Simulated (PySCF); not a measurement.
**Removing an electron from `C[PH](C)=O`**

Species: C2H7OP.
Atom-mapped SMILES: `[CH3:1][PH:2]([CH3:3])=[O:4]` (hydrogens: H5, H6, H7 on C1; H8 on P2; H9, H10, H11 on C3)

Geometry (PBE0-D3(BJ)/def2-SVP, Å), atoms numbered from 1 in this order:
```xyz
11
C2H7OP angstrom
C     -1.4089   -0.0799    0.5015
P      0.1065    0.8036    0.0377
C      1.3348   -0.4853   -0.3109
O      0.5508    1.8432    1.0135
H     -1.7114   -0.8084   -0.2653
H     -2.2119    0.6567    0.6474
H     -1.2377   -0.5964    1.4577
H     -0.2123    1.2791   -1.2740
H      2.2513   -0.0029   -0.6798
H      1.5742   -1.0066    0.6279
H      0.9731   -1.2089   -1.0564
```

Level: CAM-B3LYP/def2-SVPD (PySCF). Frontier orbitals with their largest atomic shares (Löwdin; up to four atoms above 4 %):

```tsv
orbital	ε (eV)	main atoms
HOMO−3	-12.19	C3 24 %, C1 24 %, P2 15 %, H9 11 %
HOMO−2	-11.72	O4 69 %, P2 15 %, C1 4 %, C3 4 %
HOMO−1	-9.22	O4 66 %, P2 18 %, H8 9 %
HOMO	-9.17	?
LUMO	1.09	C1 20 %, C3 20 %, H5 11 %, H11 11 %
LUMO+1	1.75	C3 16 %, C1 16 %, H9 9 %, H6 9 %
LUMO+2	1.97	H8 32 %, P2 17 %, O4 11 %, H7 9 %
```

Problem. What vertical ionisation energy does ΔSCF give, and how far is −ε(HOMO) from it?

Solution. ΔSCF: 10.05 eV (969 kJ/mol; threshold wavelength 123 nm); ⟨S²⟩ of the doublet left behind is 0.758, against 0.75 for a pure doublet. −ε(HOMO) is 9.17 eV, 0.88 eV below it. In exact Kohn–Sham theory the two would be equal; CAM-B3LYP (range-separated hybrid) falls short of its own ΔSCF value by 9 %. Holes in the HOMO−1 and HOMO−2 were tried too where these lie within 1.2 eV of the HOMO; the lowest converged state counts.

Problem. On which atoms does the HOMO lie?

Solution. O4 (phosphoryl oxygen) 67 %, P2 (phosphoryl phosphorus) 13 %, C3 (sp3 carbon bound to phosphorus) 8 %, C1 (sp3 carbon bound to phosphorus) 8 %, so more than half of it is on one atom. The HOMO−1 lies 0.05 eV lower.

Problem. What kinetic energy would electrons from this vertical process carry with Lyman-α light (10.199 eV)?

Solution. 10.20 − 10.05 = 0.15 eV.

Problem. What total energies stand behind the ΔSCF value?

Solution. E(N) = -496.74451 Eh and E(N − 1) = -496.37536 Eh at the same geometry, 0.36915 Eh apart.

Problem. Shift the occupied levels rigidly so that −ε(HOMO) equals the ΔSCF value. What binding energies result?

Solution. The shift is +0.88 eV: HOMO 10.05, HOMO−1 10.10, HOMO−2 12.60, HOMO−3 13.07 eV. A rigid shift is only a rough guide to the deeper ionisations.

Geometry: PBE0-D3(BJ)/def2-SVP; no solvent, vibrations or thermal averaging.

These values come from a run that also computed excited states and ΔSCF ions. On one thread of an Arm Neoverse N1, shared host with 64 logical CPUs at a one-minute load of 36, this took 58 s wall (grids of density and orbitals included) and 0.72 GiB of memory at its peak.
